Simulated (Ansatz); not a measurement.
Basis-set extrapolation for `C1CC2=C1CC2` (PBE0-D4/def2-TZVP geometry, frozen core, Ansatz). Multiplicity 1, RHF reference.

|  | def2-TZVPP | def2-QZVPP |
| --- | --- | --- |
| HF | -231.800397 | -231.810436 |
| MP2 correlation | -0.988256 | -1.049275 |
| CCSD(T) correlation | -1.077431 | not run |

Energies in hartree. Use E(X) = E(∞) + A·exp(−7.88·√X) for Hartree–Fock and E(X) = E(∞) + B·X^(−2.97) for correlation, with X = 3 and 4, and add CCSD(T) minus MP2 of the smaller set to the MP2 limit.

Problem. What is the CCSD(T) energy at the basis-set limit?

Solution. HF limit: -231.810436 + (-0.010039) × 0.13774 = -231.81182. MP2 limit: -1.049275 + (-0.061019) × 0.74074 = -1.09447. Higher-order term: -1.077431 − (-0.988256) = -0.08918. Total: -232.99547 hartree, 308.9 kJ/mol below CCSD(T)/def2-TZVPP.
